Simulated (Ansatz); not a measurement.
# UHF/STO-3G run of AlNH3S (SMILES [NH2][Al][SH])

Aim: the vertical doublet–quartet gap of AlNH3S at UHF/STO-3G, from 2 runs. 

The calculation is run with Ansatz 0.2.0.

59 further runs of the same task are left out: 59 set aside as unsound or not needed. Runs told in other sessions of the task aren't counted.

## Step 1: The structure to begin with

The species is AlNH3S (6 atoms), meant as a doublet with charge 0. SMILES: `[NH2][Al][SH]`. Geometry: relaxed at PBE0-D4/def2-TZVP. This is one conformer, not always the lowest.

Bond lengths: N1–Al2 1.770 Å, Al2–S3 2.208 Å, N1–H4 1.009 Å, N1–H5 1.007 Å, S3–H6 1.343 Å. Angles: N1–Al2–S3 115.8°, Al2–N1–H4 125.1°, Al2–N1–H5 124.5°, Al2–S3–H6 93.4°, H4–N1–H5 110.4°.

## Step 2: A single-point energy at UHF/STO-3G

run.yaml

```yaml
crystal:
  periodic: [false, false, false]
  atoms:
    - {symbol: "N", position_ang: [-0.909500, 0.196700, -0.977100]}
    - {symbol: Al, position_ang: [0.142900, -0.793800, 0.045400]}
    - {symbol: S, position_ang: [1.372100, 0.308200, 1.511800]}
    - {symbol: H, position_ang: [-0.980700, 1.201900, -0.933300]}
    - {symbol: H, position_ang: [-1.523300, -0.168400, -1.686700]}
    - {symbol: H, position_ang: [1.940700, -0.808600, 1.993700]}
basis:
  gaussian:
    orbitals: STO-3G
accuracy: high
magnetization:
  spin_polarized: true
  initial_magnetization: 1
hamiltonian:
  xc: hf
output: {orbitals: {seedname: orbitals}}
```

Launch:

```
ansatz run run.yaml --threads 1 --pin off --max-ram 2610MiB --events-out events.jsonl --progress --plain --runs-dir runs
```

Log:

```text
Warning: RAYON_NUM_THREADS=1 ignored (pool sized by the plan → 1); use --threads N
Functional definition: HF
  name "HF"
  exchange = exact_x
  correlation = 0
474 factors; integrals over basis functions are off by at most 1.2e-8 eV
mean field evaluation 1: about -18710.2132 eV, gradient 1.7e1 eV
mean field evaluation 2: about -18710.2684 eV, gradient 1.7e1 eV
mean field evaluation 4: about -18712.6479 eV, gradient 1.6e0 eV
mean field evaluation 8: about -18712.7104 eV, gradient 3.5e-4 eV
mean field -18712.70874498 eV, -687.6793624485 hartree, gradient 9.6e-8 eV, S^2 0.755464; 0 other end points of the search recorded, 0 dependent functions left out
reference -18712.70874498 eV, -687.6793624485 hartree; 20, 19 occupied and 6, 7 virtual orbitals, 474 factors
Total energy: -18712.70874498 eV, -687.6793624485 hartree
```

Wall time 0.36 s (1 thread of Arm Neoverse N1, shared host).

## Step 3: The quartet at the same level

molecule.yaml

```yaml
crystal:
  periodic: [false, false, false]
  atoms:
    - {symbol: N, position_ang: [-0.909500, 0.196700, -0.977100]}
    - {symbol: Al, position_ang: [0.142900, -0.793800, 0.045400]}
    - {symbol: S, position_ang: [1.372100, 0.308200, 1.511800]}
    - {symbol: H, position_ang: [-0.980700, 1.201900, -0.933300]}
    - {symbol: H, position_ang: [-1.523300, -0.168400, -1.686700]}
    - {symbol: H, position_ang: [1.940700, -0.808600, 1.993700]}
basis:
  gaussian:
    orbitals: STO-3G
magnetization:
  spin_polarized: true
  initial_magnetization: 3
hamiltonian:
  xc: hf
accuracy: high
output: {orbitals: {seedname: orbitals}}
```

Launch:

```
ansatz run molecule.yaml --threads 1 --pin off --max-ram 2610MiB --events-out events.jsonl --progress --plain --runs-dir runs
```

Log:

```text
Warning: RAYON_NUM_THREADS=1 ignored (pool sized by the plan → 1); use --threads N
Functional definition: HF
  name "HF"
  exchange = exact_x
  correlation = 0
474 factors; integrals over basis functions are off by at most 1.2e-8 eV
mean field evaluation 1: about -18703.7501 eV, gradient 1.1e1 eV
mean field evaluation 2: about -18703.8229 eV, gradient 1.1e1 eV
mean field evaluation 4: about -18705.4089 eV, gradient 2.0e0 eV
mean field evaluation 8: about -18705.4757 eV, gradient 1.0e-1 eV
mean field evaluation 16: about -18706.3195 eV, gradient 1.7e-8 eV
mean field evaluation 32: about -18704.7419 eV, gradient 2.0e-1 eV
mean field evaluation 64: about -18705.4754 eV, gradient 3.4e-4 eV
mean field -18706.31951477 eV, -687.4445625690 hartree, gradient 1.5e-8 eV, S^2 3.758053; 5 other end points of the search recorded, 0 dependent functions left out
reference -18706.31951477 eV, -687.4445625690 hartree; 21, 18 occupied and 5, 8 virtual orbitals, 474 factors
Total energy: -18706.31951477 eV, -687.4445625690 hartree
```

Run time: 1.1 s. Hardware: 1 thread of Arm Neoverse N1, shared host.

## Step 4: What came out

Level: UHF/STO-3G.

```
                                        quantity          value
                           doublet: total energy  -687.67936 Eh
     doublet: HOMO energy (highest over α and β)       -4.72 eV
      doublet: LUMO energy (lowest over α and β)        6.81 eV
                                   doublet: ⟨S²⟩          0.755
                           quartet: total energy  -687.44456 Eh
     quartet: HOMO energy (highest over α and β)        0.87 eV
      quartet: LUMO energy (lowest over α and β)        4.46 eV
                                   quartet: ⟨S²⟩          3.758
vertical energy of the quartet above the doublet       6.389 eV
```

In words: At this shape the quartet lies 6.39 eV (616 kJ/mol) above the doublet. In a minimal basis such a difference can be off by several eV, whatever the method.
